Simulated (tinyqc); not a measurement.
Worked calculation (part 2 of 2): RHF in the sto-6g basis, for BH3, spin multiplicity 1. Computed by tinyqc, a small Python program that keeps every step (integrals from PySCF). Command: `OMP_NUM_THREADS=1 python tinyqc.py 20476 20477 out.jsonl` (the two numbers bound the seeds that draw the settings). One thread of a shared host (Intel(R) Xeon(R) Processor @ 2.60GHz), about 0.2 s of CPU time with the checks.

Geometry (angstrom):
```
atom          x          y         z
B      0.000000   0.000000  0.035000
H      1.482000   0.000000  0.000000
H     -0.741000   1.283000  0.000000
H     -0.741000  -1.283000  0.000000
```

## Iteration 1: diagonalisation and new density

Fock matrix F (hartree), lower triangle:
```
            1B 1s      1B 2s     1B 2px     1B 2py    1B 2pz      2H 1s      3H 1s      4H 1s
1B 1s   -7.380657
1B 2s   -2.082065  -1.066933
1B 2px   0.000008   0.000071   0.105985
1B 2py   0.000000   0.000000   0.000000   0.105956
1B 2pz   0.000400   0.003945  -0.000002   0.000000  0.208873
2H 1s   -0.289831  -0.408932  -0.223425   0.000000  0.005692  -0.221508
3H 1s   -0.290088  -0.409161   0.111794  -0.193546  0.005696  -0.093990  -0.221656
4H 1s   -0.290088  -0.409161   0.111794   0.193546  0.005696  -0.093990  -0.094076  -0.221656
```

X:
```
                1          2          3          4          5          6          7          8
1B 1s   -0.419579   0.000000  -0.000617   0.907838   0.180040   0.000200   0.000000   0.237504
1B 2s    1.146880   0.000000   0.001282  -0.013473   0.019867   0.000323   0.000000   0.514404
1B 2px  -0.001346   0.000000   0.965280   0.000022  -0.000001   0.603029   0.000000  -0.000307
1B 2py   0.000000   0.965316   0.000000   0.000000   0.000000   0.000000   0.603049   0.000000
1B 2pz  -0.025457   0.000000  -0.000023  -0.200717   0.979420  -0.000004   0.000000  -0.011324
2H 1s   -0.549586   0.000000  -0.829096  -0.236916  -0.047043   0.468555   0.000000   0.296690
3H 1s   -0.551291  -0.717583   0.413657  -0.236760  -0.047012  -0.234029   0.405620   0.297066
4H 1s   -0.551291   0.717583   0.413657  -0.236760  -0.047012  -0.234029  -0.405620   0.297066
```

Diagonalise F' = X^T F X, C = X C', fill 4 alpha and 4 beta electrons from the bottom; D = 2 C_occ C_occ^T. Each column has its largest component positive (the first on a tie).

F' = X^T F X (hartree), lower triangle:
```
           1         2         3          4          5          6          7          8
1   0.076990
2   0.000000  0.503618
3  -0.000829  0.000000  0.503549
4   1.162918  0.000000  0.002093  -5.724928
5   0.227422  0.000000  0.000415  -1.217610  -0.041164
6   0.000081  0.000000  0.151884  -0.001793  -0.000373  -0.192816
7   0.000000  0.151891  0.000000   0.000000   0.000000   0.000000  -0.192821
8   0.341116  0.000000  0.000614  -2.495338  -0.521605  -0.000999   0.000000  -1.813528
```

orbital energies (hartree): MO1 -7.383302, MO2 -0.645839, MO3 -0.224506, MO4 -0.224501, MO5 0.208013, MO6 0.318495, MO7 0.535236, MO8 0.535304

coefficients C:
```
              MO1        MO2        MO3        MO4        MO5        MO6        MO7        MO8
1B 1s    0.994134  -0.228778   0.000000  -0.000036  -0.022442  -0.218848   0.000181   0.000000
1B 2s    0.022507   0.702935   0.000000   0.000176   0.102895   1.036972  -0.000961   0.000000
1B 2px  -0.000002  -0.000061   0.000000   0.393190   0.000031   0.000701   1.068088   0.000000
1B 2py   0.000000   0.000000   0.393214   0.000000   0.000000   0.000000   0.000000   1.068123
1B 2pz  -0.000128  -0.003039   0.000000   0.000002   0.994203  -0.108989   0.000049   0.000000
2H 1s   -0.002654   0.246454   0.000000   0.627788  -0.055165  -0.621664  -0.714830   0.000000
3H 1s   -0.002655   0.246616   0.543611  -0.313784  -0.055131  -0.621005   0.358251  -0.619630
4H 1s   -0.002655   0.246616  -0.543611  -0.313784  -0.055131  -0.621005   0.358251   0.619630
```

D after iteration 1, lower triangle:
```
            1B 1s      1B 2s     1B 2px     1B 2py     1B 2pz      2H 1s      3H 1s     4H 1s
1B 1s    2.081283
1B 2s   -0.276883   0.989248
1B 2px  -0.000005   0.000054   0.309197
1B 2py   0.000000   0.000000   0.000000   0.309234
1B 2pz   0.001136  -0.004278   0.000002   0.000000   0.000019
2H 1s   -0.118088   0.346585   0.493650   0.000000  -0.001495   0.909728
3H 1s   -0.118097   0.346480  -0.246784   0.427510  -0.001499  -0.272406   0.909599
4H 1s   -0.118097   0.346480  -0.246784  -0.427510  -0.001499  -0.272406  -0.272451  0.909599
```

Within a degenerate level the vectors are fixed only up to a rotation; this is one choice.

## Iteration 2: building the Fock matrix

core Hamiltonian H = T + V (hartree), lower triangle:
```
             1B 1s      1B 2s     1B 2px     1B 2py     1B 2pz      2H 1s      3H 1s      4H 1s
1B 1s   -13.515575
1B 2s    -3.361794  -4.434815
1B 2px    0.000010   0.000081  -3.722992
1B 2py    0.000000   0.000000   0.000000  -3.722998
1B 2pz    0.000892   0.008186  -0.000002   0.000000  -3.606331
2H 1s    -0.455459  -1.292798  -1.292559   0.000000   0.031639  -2.660540
3H 1s    -0.455865  -1.293559   0.646771  -1.119825   0.031662  -0.179771  -2.661048
4H 1s    -0.455865  -1.293559   0.646771   1.119825   0.031662  -0.179771  -0.179980  -2.661048
```

nuclear repulsion = 5.97406038 hartree

Given earlier and not repeated: Two-electron integrals (ij|kl) in chemists' order.

J_ij = sum D_kl (ij|kl), K_ij = sum D_kl (ik|jl); F = H + J - 0.5 K; E = tr D H + tr D J / 2 - 0.25 tr D K + E_nn.

Coulomb J (hartree), lower triangle:
```
            1B 1s      1B 2s     1B 2px     1B 2py     1B 2pz     2H 1s     3H 1s     4H 1s
1B 1s    8.814010
1B 2s    1.724807   3.999237
1B 2px  -0.000011  -0.000070   4.048197
1B 2py   0.000000   0.000000   0.000000   4.048187
1B 2pz  -0.001563  -0.011265   0.000002   0.000000   3.901322
2H 1s    0.236072   1.164921   1.264159   0.000000  -0.031375  2.964077
3H 1s    0.236284   1.165603  -0.632567   1.095233  -0.031398  0.152264  2.964485
4H 1s    0.236284   1.165603  -0.632567  -1.095233  -0.031398  0.152264  0.152445  2.964485
```

exchange K (hartree), lower triangle:
```
            1B 1s      1B 2s     1B 2px     1B 2py     1B 2pz     2H 1s     3H 1s     4H 1s
1B 1s    5.918859
1B 2s    0.998929   1.206701
1B 2px  -0.000003  -0.000105   0.832178
1B 2py   0.000000   0.000000   0.000000   0.832268
1B 2pz  -0.000285  -0.012468   0.000006   0.000000   0.237162
2H 1s    0.144303   0.553077   0.612009   0.000000  -0.010024  1.159755
3H 1s    0.144430   0.553319  -0.306146   0.530153  -0.010034  0.047922  1.159881
4H 1s    0.144430   0.553319  -0.306146  -0.530153  -0.010034  0.047922  0.048006  1.159881
```

Fock matrix F (hartree), lower triangle:
```
            1B 1s      1B 2s     1B 2px     1B 2py    1B 2pz      2H 1s      3H 1s      4H 1s
1B 1s   -7.660995
1B 2s   -2.136452  -1.038928
1B 2px   0.000000   0.000064  -0.090884
1B 2py   0.000000   0.000000   0.000000  -0.090945
1B 2pz  -0.000529   0.003155  -0.000003   0.000000  0.176410
2H 1s   -0.291539  -0.404415  -0.334404   0.000000  0.005276  -0.276341
3H 1s   -0.291795  -0.404616   0.167277  -0.289669  0.005281  -0.051468  -0.276504
4H 1s   -0.291795  -0.404616   0.167277   0.289669  0.005281  -0.051468  -0.051538  -0.276504
```

total energy of this density = -26.15689367 hartree

## Iteration 2: DIIS over 2 matrices

error matrix X^T (FDS - SDF) X:
```
           1         2          3          4          5          6          7          8
1   0.000000  0.000000  -0.000003   0.006880   0.001563   0.000197   0.000000   0.026470
2   0.000000  0.000000   0.000000   0.000000   0.000000   0.000000  -0.163755   0.000000
3   0.000003  0.000000   0.000000   0.000013   0.000002  -0.163767   0.000000   0.000123
4  -0.006880  0.000000  -0.000013   0.000000   0.001058  -0.000018   0.000000   0.007251
5  -0.001563  0.000000  -0.000002  -0.001058   0.000000  -0.000004   0.000000   0.000573
6  -0.000197  0.000000   0.163767   0.000018   0.000004   0.000000   0.000000  -0.000002
7   0.000000  0.163755   0.000000   0.000000   0.000000   0.000000   0.000000   0.000000
8  -0.026470  0.000000  -0.000123  -0.007251  -0.000573   0.000002   0.000000   0.000000
```

B (overlaps of the stored error matrices):
```
               1              2
1  9.0379823e-01  5.4862637e-02
2  5.4862637e-02  1.0887996e-01
```

Minimise |sum c_i e_i|^2 with sum c_i = 1: solve [B -1; -1 0][c; lambda] = [0; -1] with B_ij = tr e_i^T e_j, and take F = sum c_i F_i.

DIIS coefficients: 0.059823  0.940177

extrapolated F (hartree), lower triangle:
```
            1B 1s      1B 2s     1B 2px     1B 2py    1B 2pz      2H 1s      3H 1s      4H 1s
1B 1s   -7.644224
1B 2s   -2.133198  -1.040603
1B 2px   0.000001   0.000065  -0.079106
1B 2py   0.000000   0.000000   0.000000  -0.079166
1B 2pz  -0.000473   0.003202  -0.000003   0.000000  0.178352
2H 1s   -0.291437  -0.404685  -0.327765   0.000000  0.005301  -0.273060
3H 1s   -0.291693  -0.404888   0.163958  -0.283919  0.005306  -0.054012  -0.273223
4H 1s   -0.291693  -0.404888   0.163958   0.283919  0.005306  -0.054012  -0.054083  -0.273223
```

## Iteration 2: diagonalisation and new density

As before.

F' = X^T F X (hartree), lower triangle:
```
           1         2         3          4          5          6          7          8
1   0.121863
2   0.000000  0.487224
3  -0.000737  0.000000  0.487172
4   1.218866  0.000000  0.002189  -5.934992
5   0.240479  0.000000  0.000437  -1.254658  -0.079324
6   0.000157  0.000000  0.104854  -0.001849  -0.000385  -0.378654
7   0.000000  0.104871  0.000000   0.000000   0.000000   0.000000  -0.378696
8   0.368064  0.000000  0.000685  -2.584570  -0.539789  -0.000926   0.000000  -1.823162
```

orbital energies (hartree): MO1 -7.646125, MO2 -0.620043, MO3 -0.391215, MO4 -0.391170, MO5 0.177968, MO6 0.372583, MO7 0.499690, MO8 0.499744

coefficients C:
```
              MO1        MO2        MO3        MO4        MO5        MO6        MO7        MO8
1B 1s    0.995130  -0.223139   0.000000  -0.000062  -0.012879  -0.220903   0.000270   0.000000
1B 2s    0.019041   0.692148   0.000000   0.000256   0.057329   1.047761  -0.001388   0.000000
1B 2px  -0.000001  -0.000119   0.000000   0.484358   0.000008   0.001068   1.029955   0.000000
1B 2py   0.000000   0.000000   0.484367   0.000000   0.000000   0.000000   0.000000   1.029996
1B 2pz  -0.000016  -0.002649   0.000000   0.000003   0.998037  -0.065131   0.000066   0.000000
2H 1s   -0.002829   0.252867   0.000000   0.563378  -0.027672  -0.621262  -0.766342   0.000000
3H 1s   -0.002830   0.253090   0.487824  -0.281562  -0.027655  -0.620058   0.384370  -0.664441
4H 1s   -0.002830   0.253090  -0.487824  -0.281562  -0.027655  -0.620058   0.384370   0.664441
```

D after iteration 2, lower triangle:
```
            1B 1s      1B 2s     1B 2px     1B 2py     1B 2pz      2H 1s      3H 1s     4H 1s
1B 1s    2.080151
1B 2s   -0.270994   0.958863
1B 2px  -0.000010   0.000083   0.469206
1B 2py   0.000000   0.000000   0.000000   0.469223
1B 2pz   0.001150  -0.003668   0.000003   0.000000   0.000014
2H 1s   -0.118550   0.350223   0.545693   0.000000  -0.001337   0.762688
3H 1s   -0.118547   0.350100  -0.272814   0.472572  -0.001343  -0.189239   0.762624
4H 1s   -0.118547   0.350100  -0.272814  -0.472572  -0.001343  -0.189239  -0.189264  0.762624
```

## Iteration 7 (converged): orbitals

converged F (hartree), lower triangle:
```
            1B 1s      1B 2s     1B 2px     1B 2py    1B 2pz      2H 1s      3H 1s      4H 1s
1B 1s   -7.545018
1B 2s   -2.113327  -0.975564
1B 2px   0.000001   0.000063  -0.078617
1B 2py   0.000000   0.000000   0.000000  -0.078668
1B 2pz  -0.000552   0.003947  -0.000004   0.000000  0.238251
2H 1s   -0.289227  -0.395737  -0.334790   0.000000  0.005306  -0.261990
3H 1s   -0.289481  -0.395920   0.167471  -0.289996  0.005311  -0.057743  -0.262133
4H 1s   -0.289481  -0.395920   0.167471   0.289996  0.005311  -0.057743  -0.057815  -0.262133
```

As before.

F' = X^T F X (hartree), lower triangle:
```
           1         2         3          4          5          6          7          8
1   0.178147
2   0.000000  0.519791
3  -0.000709  0.000000  0.519728
4   1.192663  0.000000  0.002147  -5.853328
5   0.235782  0.000000  0.000429  -1.250564  -0.018620
6   0.000176  0.000000  0.097020  -0.001827  -0.000381  -0.379556
7   0.000000  0.097032  0.000000   0.000000   0.000000   0.000000  -0.379583
8   0.395739  0.000000  0.000728  -2.557082  -0.533614  -0.000908   0.000000  -1.785395
```

orbital energies (hartree): MO1 -7.547153, MO2 -0.582241, MO3 -0.389933, MO4 -0.389904, MO5 0.237852, MO6 0.412344, MO7 0.530078, MO8 0.530141

coefficients C:
```
              MO1        MO2        MO3        MO4        MO5        MO6        MO7        MO8
1B 1s    0.994824  -0.215115   0.000000  -0.000064  -0.014665  -0.229948   0.000313   0.000000
1B 2s    0.020188   0.650535   0.000000   0.000255   0.064319   1.073676  -0.001577   0.000000
1B 2px  -0.000001  -0.000137   0.000000   0.497254   0.000013   0.001217   1.023791   0.000000
1B 2py   0.000000   0.000000   0.497266   0.000000   0.000000   0.000000   0.000000   1.023831
1B 2pz  -0.000011  -0.003348   0.000000   0.000003   0.997725  -0.069716   0.000076   0.000000
2H 1s   -0.002955   0.276971   0.000000   0.553711  -0.029547  -0.610915  -0.773271   0.000000
3H 1s   -0.002957   0.277198   0.479439  -0.276711  -0.029523  -0.609521   0.387960  -0.670516
4H 1s   -0.002957   0.277198  -0.479439  -0.276711  -0.029523  -0.609521   0.387960   0.670516
```

D after iteration 7, lower triangle:
```
            1B 1s      1B 2s     1B 2px     1B 2py     1B 2pz      2H 1s      3H 1s     4H 1s
1B 1s    2.071897
1B 2s   -0.239713   0.847207
1B 2px  -0.000008   0.000076   0.494523
1B 2py   0.000000   0.000000   0.000000   0.494548
1B 2pz   0.001419  -0.004357   0.000003   0.000000   0.000022
2H 1s   -0.125112   0.360522   0.550594   0.000000  -0.001852   0.766635
3H 1s   -0.125107   0.360394  -0.275268   0.476818  -0.001858  -0.152867   0.766558
4H 1s   -0.125107   0.360394  -0.275268  -0.476818  -0.001858  -0.152867  -0.152891  0.766558
```

## Convergence

Stop when the energy changes by less than 1e-08 hartree and every element of the error matrix X^T (F D S - S D F) X is below 3e-05.

Course of the cycle:
```
iteration   E (hartree)     change  largest element of the error matrix
1          -25.76470837          -                             5.80e-01
2          -26.15689367  -3.92e-01                             1.64e-01
3          -26.18850450  -3.16e-02                             4.77e-02
4          -26.19082548  -2.32e-03                             1.08e-02
5          -26.19101979  -1.94e-04                             6.96e-05
6          -26.19101980  -1.08e-08                             1.75e-05
7          -26.19101980  -4.83e-10                             4.73e-07
```

PySCF RHF in the same basis = -26.19101980 hartree

Converged in 7 iterations.

## Populations, bond orders and dipole

overlap S, lower triangle:
```
           1B 1s     1B 2s     1B 2px     1B 2py     1B 2pz     2H 1s     3H 1s     4H 1s
1B 1s   1.000000
1B 2s   0.264891  1.000000
1B 2px  0.000000  0.000000   1.000000
1B 2py  0.000000  0.000000   0.000000   1.000000
1B 2pz  0.000000  0.000000   0.000000   0.000000   1.000000
2H 1s   0.035632  0.337780   0.380636   0.000000  -0.008989  1.000000
3H 1s   0.035663  0.337946  -0.190442   0.329740  -0.008995  0.046604  1.000000
4H 1s   0.035663  0.337946  -0.190442  -0.329740  -0.008995  0.046604  0.046658  1.000000
```

Mulliken: Z minus the diagonal of D S on the atom; Loewdin: the same with S^(1/2) D S^(1/2); Mayer order: 2 sum_s sum (D(s) S)_ij (D(s) S)_ji over the two atoms.

Charges (e):
```
atom   Mulliken    Loewdin
1B     0.237893   0.231563
2H    -0.079299  -0.077191
3H    -0.079297  -0.077186
4H    -0.079297  -0.077186
```

Mayer bond orders:
```
pair     order
2-1   0.968738
3-1   0.968748
3-2   0.012487
4-1   0.968748
4-2   0.012487
4-3   0.012478
```

dipole moment about the origin, x y z (debye): 0.000026  0.000000  0.086735
